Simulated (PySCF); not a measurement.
Gas-phase reaction: 2 (CH₃)₃Si + 2 vinylsilane = 4 CH₃SiH₃ + 3 C₂H₂ (acetylene)

Energies from PySCF, thermal terms from the rigid-rotor harmonic-oscillator model, ideal gas at 1 bar. † marks an energy on the PBE0/def2-TZVP geometry and frequencies; other levels use their own. MP2 freezes the core. Open shells (unrestricted): (CH₃)₃Si (multiplicity 2); the rest are closed-shell singlets. (CH₃)₃Si: computed as isolated molecules; such fragments, hydroxides, amides, oligomers or adducts are transient or little studied in the gas. MP2 isn't extrapolated to the basis-set limit.

MP2/def2-TZVPP† gives ΔH°(298 K) = 341 kJ.

What do PBE/def2-SVP, PBE0/def2-QZVP†, LDA/def2-TZVP† give?

PBE/def2-SVP: 429 kJ; PBE0/def2-QZVP†: 430 kJ; LDA/def2-TZVP†: 503 kJ. For scale, ΔH°(298 K) is 341 kJ at this level, 351 kJ at ωB97M-V/def2-TZVP†, and runs from 89 to 503 kJ over the 19 levels computed.
